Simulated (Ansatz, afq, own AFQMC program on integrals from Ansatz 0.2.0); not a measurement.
# H3O⁺, singlet in 6-31G along one coordinate

```xyz
4

O     0.0002   -0.0001   -0.0419
H     0.9410    0.0142    0.2253
H    -0.4835    0.8094    0.2180
H    -0.4600   -0.8219    0.2221
```

The O1–H4 distance is changed with both sides rigid. Energies in mEh count from this geometry (0.978 Å) at the same level; the start stands on RHF, each point on the determinant named.

Basis 6-31G. Noble-gas cores (and the filled d shells of Ga–Kr and In–Xe) are frozen. Integrals, coupled cluster, full CI and functionals: Ansatz 0.2.0; the random walks run on the same integrals in our own AFQMC program. The CISD trial takes its coefficients from CCSD amplitudes. Released means that phaseless walkers are propagated on without the constraint, phases kept. Uncertainties: one standard error, sampling alone.

Cautions, each for one point or more: CCSDTQ on the RHF determinant differs, perhaps since the unrestricted series falls towards higher spin; cluster runs in doubt by the program's own checks; full CI with its own frozen core; higher spins were not checked; raised T1 diagnostic; restricted determinant unstable towards unrestricted; strong correlation; unrestricted determinant spin contaminated; walk and cluster series may follow different spin states.

```json
{"r(O1–H4) / Å": "0.781", "det.": "RHF", "T1": "0.006", "weight": "0.96", "⟨S²⟩": "pure", "CCSD(T)": "60.6", "ph-AFQMC/CISD": "60.8 ± 0.2", "released AFQMC": "60.7 ± 0.2", "FCI": "60.7", "CCSDT(Q)": "60.7", "B2PLYP": "59.3", "CCSD": "60.4"}
{"r(O1–H4) / Å": "1.220", "det.": "RHF", "T1": "0.010", "weight": "0.95", "⟨S²⟩": "pure", "CCSD(T)": "26.3", "ph-AFQMC/CISD": "26.4 ± 0.3", "released AFQMC": "26.1 ± 0.2", "FCI": "26.2", "CCSDT(Q)": "26.2", "B2PLYP": "27.0", "CCSD": "26.6"}
{"r(O1–H4) / Å": "1.550", "det.": "RHF", "T1": "0.021", "weight": "0.93", "⟨S²⟩": "pure", "CCSD(T)": "88.3", "ph-AFQMC/CISD": "88.3 ± 0.3", "released AFQMC": "88.1 ± 0.3", "FCI": "88.1", "CCSDT(Q)": "88.1", "B2PLYP": "89.2", "CCSD": "89.3"}
{"r(O1–H4) / Å": "2.192", "det.": "RHF", "T1": "0.077", "weight": "0.85", "⟨S²⟩": "pure", "CCSD(T)": "175.1", "ph-AFQMC/CISD": "176.4 ± 0.5", "released AFQMC": "175.6 ± 0.8", "FCI": "176.6", "CCSDT(Q)": "176.6", "B2PLYP": "177.1§", "CCSD": "180.1"}
{"r(O1–H4) / Å": "3.325", "det.": "UHF‡¶", "T1": "0.022", "weight": "0.96", "⟨S²⟩": "1.00", "CCSD(T)": "217.8", "ph-AFQMC/CISD": "218.5 ± 0.5", "released AFQMC": "218.3 ± 0.7*", "FCI": "–", "CCSDT(Q)": "217.5", "B2PLYP": "211.0§", "CCSD": "217.4"}
```

Weight is that of the determinant in the CISD state; at the start T1 is 0.007 and the weight 0.96. ¶ marks points with a poor determinant and no full CI, where no value is sure; they don't count among the departures. An asterisk marks released energies that aren't shown to be converged. A double dagger marks points where the walks on two determinants ended up to 46.8 mEh apart; the lower is shown. A dash marks a missing value, a released energy that hasn't settled or a functional that sits on another state. § marks a functional whose ⟨S²⟩ is too high by over 0.1. Largest departures from full CI where it is shown: CCSD(T) -1.5 mEh at 2.192 (on RHF), ph-AFQMC/CISD 0.2 mEh at 1.220 (on RHF) (within the noise), released AFQMC -1.0 mEh at 2.192 (on RHF) (within the noise), CCSDT(Q) 0.0 mEh at 1.550 (on RHF), B2PLYP -1.4 mEh at 0.781, CCSD 3.6 mEh at 2.192 (on RHF). Functionals count only at points shown to share the start's state and spin. In this small basis the wave-function levels are far from their limit, so their gap to the functionals isn't the functionals' error.

Some points may be missing: those where a free walk finds a much lower state, and past Zn most of those on another determinant than at the start.

CCSDT and higher add their correlation energy to the determinant of the CCSD(T) run, since their own runs factorise the integrals more tightly (a shift of under 2 meV). A walk keeps the symmetry of its determinant, which the program's search chose and which needn't be the lowest solution, so a lower state of the same spin and another symmetry isn't excluded.
